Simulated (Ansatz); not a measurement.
**SiH4 (singlet): from Hartree-Fock to the top rungs at distance H1–H2 along a hydrogen transfer = 1.116 Å, 6-31G**

How much of the correlation energy of SiH4 (singlet) does each wave-function method recover here?

The runs use Ansatz 0.2.0, Gaussian basis; 6-31G, core rule «outside noble gas», up to 5 orbitals frozen.

Plan: UHF; CCSD(T) on RHF; CCSD(T) on UHF; BCCD(T) on RHF; CCSDT(Q) on RHF; Full CI.

14 further runs of the same task are left out: 4 that didn't finish, 10 set aside as unsound or not needed.

## Step 1: The geometry

The geometry derives from fragments relaxed apart (PBE0/def2-TZVP) and kept rigid, so it is no stationary point. A hydrogen atom is moved between rigid fragments.

5 atoms, charge 0, spin multiplicity 1.

Atoms are counted from 1 here; the program's logs count them from 0.

Bond lengths: H2–Si3 1.718 Å, Si3–H4 1.526 Å, Si3–H5 1.526 Å. Angles: H2–Si3–H4 113.7°, H2–Si3–H5 113.7°, H4–Si3–H5 91.2°.

As a file:

```xyz
5
H4Si
H    -2.72957    0.05488    0.00000
H    -1.61357    0.05488    0.00000
Si    0.10443    0.05488    0.00000
H     0.71661   -0.81941    1.09001
H     0.71661   -0.81941   -1.09001
```

## Step 2: UHF

The input, in.yaml:

```yaml
crystal:
  periodic: [false, false, false]
  atoms:
    - {symbol: H, position_ang: [-2.729568, 0.054876, 0.000000]}
    - {symbol: H, position_ang: [-1.613568, 0.054876, 0.000000]}
    - {symbol: Si, position_ang: [0.104432, 0.054876, 0.000000]}
    - {symbol: H, position_ang: [0.716612, -0.819409, 1.090012]}
    - {symbol: H, position_ang: [0.716612, -0.819409, -1.090012]}
basis:
  gaussian: {orbitals: 6-31G}
magnetization: {spin_polarized: true, initial_magnetization: 0}
hamiltonian: {xc: hf}
output: {orbitals: {seedname: orbitals}}
```

The run is started by

```
$ ansatz run in.yaml --threads 1 --pin off --events-out ev --progress --plain --max-ram 2393MiB
```

After this run come: CCSD(T) on RHF; CCSD(T) on UHF; BCCD(T) on RHF; CCSDT(Q) on RHF; Full CI.

Before running them: what should the planned runs give, taken together? Wanted: FCI below the RHF energy; RMP2 from FCI; UMP2 from FCI; RCCSD from FCI; RCCSD(T) from FCI; UCCSD(T) from FCI; RCCSDT(Q) from FCI; T1 diagnostic; effectively unpaired electrons.

**Answer**, as computed:

```
                         quantity                                 value
         FCI below the RHF energy                            -3.0996 eV
                    RMP2 from FCI                         +105.9 kJ/mol
                    UMP2 from FCI                          +94.1 kJ/mol
                   RCCSD from FCI                           +8.2 kJ/mol
                RCCSD(T) from FCI                           +2.4 kJ/mol
                UCCSD(T) from FCI                           +8.5 kJ/mol
               RCCSDT(Q) from FCI                           +0.1 kJ/mol
levels within 1 kcal/mol (43 meV)  RCCSD(T), BCCD(T), RCCSDT, RCCSDT(Q)
                    T1 diagnostic                                 0.025
   effectively unpaired electrons                                  0.35
```

**Reading.** RCCSD(T) misses by +2.4 kJ/mol, 0.8 % of the correlation energy. CCSD(T) misses by +2.4 kJ/mol on the restricted determinant and by +8.5 kJ/mol on the unrestricted one; the two need not hold the same state or core. The occupations show some static correlation. These misses are within one basis, not against nature.
